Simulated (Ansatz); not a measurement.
Geometry optimisation, UKS PBE/def2-TZVP (Ansatz 0.2.0).

Input:

```yaml
crystal:
  periodic: [false, false, false]
  atoms:
    - { symbol: H, position_ang: [0.3016, -0.3734, -0.2085] }
    - { symbol: H, position_ang: [1.2125, -0.7159, -0.3047] }
    - { symbol: O, position_ang: [-0.838, 0.1667, -0.0267] }
    - { symbol: H, position_ang: [-0.676, 0.9226, 0.5398] }
magnetization:
  spin_polarized: true
  initial_magnetization: 1
basis:
  gaussian: { orbitals: def2-TZVP }
hamiltonian:
  xc: pbe
relax:
  f_tol: 0.15
  max_steps: 25
  restrain:
    - { distance: [0, 2], at: 2.27, k: 30.0 }
    - { distance: [1, 0], at: 0.62, k: 30.0 }
```

Launched with:

```bash
$ ansatz run input.yaml --threads 1 --pin off --max-ram 2048MiB --backend cpu --events-out ev --progress --plain --runs-dir out
```

Task: Where does it end, and by what steps?

Result: The run converged. The restraints hold the end off the free minimum. After 7 steps the energy has risen by 0.236 eV (the restraints' own energy left out); H1 moved furthest, 0.57 Å. Joined: H1–H2.

```tsv
step	energy less start (eV)	largest force component (eV/Å)	accepted
0	0.0000	1.559	yes
1	0.1448	1.323	yes
2	0.5257	6.108	yes
3	0.2796	2.756	yes
4	0.2717	2.803	yes
5	0.1746	0.370	no
6	0.2220	2.047	yes
7	0.2360	2.392	yes
```

```xyz
4
Properties=species:S:1:pos:R:3
H 0.679 -0.771 -0.374
H 1.364 -0.675 -0.288
O -1.229 0.384 0.040
H -0.814 1.062 0.623
```

Whether the end is a true minimum wasn't checked by a vibrational analysis.

Time of the run: 13 s on 1 thread of AMD EPYC 7R43 64-Core Processor (Zen 3), on a shared host, peak memory 0.11 GiB.
